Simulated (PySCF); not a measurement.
## BH3⁺, doublet in aug-cc-pVDZ: errors against RCCSDT

Geometry: a PBE0/def2-TZVP stationary point for this spin, not checked as a minimum.

| atom | x (Å) | y (Å) | z (Å) |
| --- | --- | --- | --- |
| B | 0.0000 | 0.0000 | 0.0681 |
| H | 0.0000 | 0.7178 | -0.9866 |
| H | 0.0000 | 0.0000 | 1.2424 |
| H | 0.0000 | -0.7178 | -0.9866 |

Basis aug-cc-pVDZ; PySCF 2.14.0. Only valence electrons are correlated (noble-gas cores frozen), which leaves 5 electrons in 49 orbitals. R marks a restricted (for open shells ROHF) determinant, U an unrestricted one.

Full CI isn't at hand for all of this; RCCSDT serves as the reference. It lacks quadruple excitations. The frozen core follows each run's orbitals, which can shift R against U totals by a few meV.

```
UHF ⟨S²⟩                          : 0.760
T1 diagnostic (ROHF- or RHF-based CCSD)             : 0.0170
largest doubles amplitude (ROHF- or RHF-based CCSD) : 0.043
T1 diagnostic (UCCSD)             : 0.0097
```

```
   level  E − E(RCCSDT) (meV)  share of correlation (%)  wall time
     RHF                 2655                      0.00          –
     UHF                 2537                      4.43          –
    RMP2                  619                     76.68          –
    UMP2                  626                     76.41          –
   RCCSD                   51                     98.08          –
   UCCSD                   49                     98.17          –
RCCSD(T)                   12                     99.56        4 s
UCCSD(T)                   11                     99.57      3.8 s
  UCCSDT                    0                    100.01       80 s
```

The correlation energy at RCCSDT, counted from RHF, is -2.655 eV. That run took 83 s on 1 thread of Arm Neoverse N1, shared host.

Times are those of the correlated step on a shared host, with one SCF added for the restricted CCSD run; they ran on 1 thread of Arm Neoverse N1.
